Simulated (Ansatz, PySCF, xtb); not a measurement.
Bond stretch in ClNa, singlet. Each curve is given relative to its own lowest point between 2.09 and 3.01 Å, where full CI is lowest.

```
R / Å     A     B     C
-----  ----  ----  ----
1.92   20.6  25.8  34.2
2.09    3.7   7.1  10.8
2.24    0.0   1.0   2.3
2.33    0.0   0.0   0.3
2.43    1.1   0.5   0.0
2.56    3.4   2.8   1.5
2.62    4.6   4.3   2.7
2.69    6.2   6.3   4.4
2.78    8.3   9.2   6.9
2.90   11.3  13.2  10.7
3.01   14.2  17.0  14.3
3.18   18.7  22.9  20.1
3.39   24.2  29.8  27.2
3.59   29.3  35.9  33.6
3.92   37.2  44.6  43.3
4.30   45.4  52.6  53.0
4.72   53.4  59.0  62.0
5.30   62.3  64.5  68.2
5.92   69.5  68.2  68.6
6.65      —  70.8  68.7
7.72      —  73.0  68.7
9.11      —  74.6  68.7
```

Energies in kcal/mol.

Which curve belongs to which method? The methods are GFN1-xTB (xtb); Ansatz (a first-principles code) with UHF/cc-pVDZ; unrestricted LDA (SVWN5)/6-31G*, spherical d run with PySCF.

A is GFN1-xTB; B is UKS-LDA (SVWN5)/6-31G*; C is UHF.

A dash means that the run gave no value there, or that the column was ended at a point which the program doubted or which failed a test of continuity chosen for this set; such a test can also cut sound points.

The unrestricted determinant behind UKS-LDA (SVWN5)/6-31G* is spin-contaminated at 4.30 to 9.11 Å (<S²> up to 0.5, against 0.00 for a pure singlet). The unrestricted determinant behind UHF is spin-contaminated at 5.30 to 9.11 Å (<S²> up to 1.0, against 0.00 for a pure singlet).
